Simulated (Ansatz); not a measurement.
Computed with Ansatz on PBE0-D4/def2-TZVP structures; ΔE is electronic, products minus reactants. CCSD(T)/CBS is the MP2 limit (def2-TZVPP, def2-QZVPP) plus CCSD(T) − MP2 in def2-TZVPP, frozen cores. This one scheme is used for every species. DFT in def2-TZVPP. B3LYP here is the variant with VWN-RPA as its local correlation; programs differ in this. HSE06 is defined as in plane-wave codes. For Mg outer-core shells are correlated without core-valence functions, which leaves a few kJ/mol of doubt a bond. Each species was taken in one conformer, which may not be the lowest.

`[NH2][Mg][OH]` + H₂S → `[OH][Mg][SH]` + NH₃  (ligand exchange at a Mg–N bond)

```
             level  ΔE (kJ/mol)  difference from CCSD(T)/CBS
       LDA (SPW92)        -76.8                          1.9
            PBE-D4        -79.9                         -1.2
         revPBE-D4        -79.0                         -0.3
           BLYP-D4        -72.6                          6.1
         r2SCAN-D4        -81.5                         -2.8
            B97M-V        -84.2                         -5.5
           PBE0-D4        -84.1                         -5.4
          B3LYP-D4        -76.6                          2.1
        r2SCANh-D4        -82.7                         -4.0
        r2SCAN0-D4        -84.4                         -5.7
          BHLYP-D4        -81.5                         -2.8
      CAM-B3LYP-D4        -74.2                          4.5
           ωB97X-V        -78.2                          0.5
           ωB97M-V        -78.0                          0.7
          PBE-QIDH        -83.2                         -4.5
               PBE        -79.9                         -1.2
            revPBE        -80.5                         -1.8
              BLYP        -72.8                          5.9
              PBE0        -84.0                         -5.3
             B3LYP        -76.5                          2.2
           r2SCAN0        -84.4                         -5.7
             HSE06        -84.3                         -5.6
             BHLYP        -80.5                         -1.8
         CAM-B3LYP        -74.0                          4.7
           LC-ωPBE        -77.8                          0.9
RPA@PBE/def2-TZVPP        -71.7                          7.0
       HF/def2-SVP        -86.3                         -7.6
      MP2/def2-SVP        -76.4                          2.3
     CCSD/def2-SVP        -76.6                          2.1
  CCSD(T)/def2-SVP        -76.5                          2.2
     HF/def2-TZVPP        -87.0                         -8.3
    MP2/def2-TZVPP        -76.5                          2.2
SCS-MP2/def2-TZVPP        -74.3                          4.4
   CCSD/def2-TZVPP        -76.5                          2.2
     HF/def2-QZVPP        -86.8                         -8.1
    MP2/def2-QZVPP        -77.7                          1.0
SCS-MP2/def2-QZVPP        -75.7                          3.0
      HF/CBS(def2)        -86.7                         -8.0
     MP2/CBS(def2)        -78.8                         -0.1
    CCSD/CBS(def2)        -78.7                          0.0
       CCSD(T)/CBS        -78.7                            0
```

Largest T1 diagnostic among the species: 0.010.

Leaving LDA and LC-ωPBE aside and taking each functional with its dispersion term where it has one, the values, not all of them listed here, spread over 11.9 kJ/mol, from HSE06-D4 to BLYP-D4. LDA lies +3.1 kJ/mol from PBE without D4. From BLYP to BHLYP (50 % exact exchange), in def2-TZVPP and without D4, ΔE moves by −7.8 kJ/mol.
